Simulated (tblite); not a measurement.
Species: C₅H₆F (doublet state).
Cartesian coordinates in Å at the GFN2-xTB level; atoms count from 1:
```xyz
12
C5H6F angstrom
C      1.7974   -0.5406    1.1198
C      1.2574    0.5334    0.5034
F      1.9989    1.6740    0.5102
C      0.0250    0.6658   -0.1590
C     -0.9319   -0.3483   -0.3118
C     -2.1048   -0.1695   -0.9604
H      1.2824   -1.4794    1.1596
H      2.7628   -0.4705    1.5847
H     -0.1887    1.6380   -0.5801
H     -0.7131   -1.3185    0.1127
H     -2.3635    0.7799   -1.3978
H     -2.8208   -0.9649   -1.0633
```

Computed values, GFN2-xTB/tblite, gas phase, harmonic and unscaled. This tight-binding method is rough: wavenumbers can miss measured ones by several per cent, in bad cases by 10 to 20. One conformer, not necessarily the lowest. Open shells enter through the occupations alone, without spin polarisation, and single modes of such species can be off by tens of per cent.

**Question.** How many normal modes are there?

**Answer.** 12 atoms, non-linear: 3N − 6 = 30.

**Question.** What is the point group of the computed structure, and how do the modes divide by symmetry?

**Answer.** Cs. The vibrations span 21 a′ + 9 a″.

**Question.** How many distinct wavenumbers does the calculation give?

**Answer.** 30: Cs has no degenerate species.

**Question.** How many fundamentals are allowed in the infrared by symmetry?

**Answer.** 30 of 30: in Cs every mode is allowed. All fundamentals are allowed in the Raman spectrum.

**Question.** How far is the lowest real mode excited at 298.15 K, as a harmonic oscillator?

**Answer.** θ = hcν̃/k = 202 K for 140.2 cm⁻¹, so N1/N0 = 0.51 and ⟨v⟩ = 1/(exp(θ/T) − 1) = 1.
